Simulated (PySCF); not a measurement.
## Name the molecule from its bond curve

A diatomic of charge 0 contains Na. Its quartet curve at PBE0 in a triple-zeta basis (spin-free X2C with a Gaussian nucleus, PySCF), in eV from the separated fragments:

R (Å), E (eV) and a bar:
```
    1.919     -1.625 ##########################
    2.009     -1.848 ###########
    2.098     -1.970 ####
    2.165     -2.013 #
    2.232     -2.024 
    2.299     -2.012 #
    2.388     -1.967 ####
    2.500     -1.881 #########
    2.634     -1.750 ##################
    2.812     -1.558 ##############################
```

The fit gives ωe = 434 cm⁻¹ and the rotational constant Bₑ = 0.4308 cm⁻¹.

**Question.** Which atom is the partner?

**Answer.** The minimum lies at 2.228 Å, so the reduced mass is 16.8576 u Å² cm⁻¹/(Bₑ·Re²) = 7.883 u. With Na at 22.99 u the partner weighs about 12.0 u: C. The molecule is NaC.

The state is the lowest determinant that a PBE0 search found; another state may lie lower at other levels.
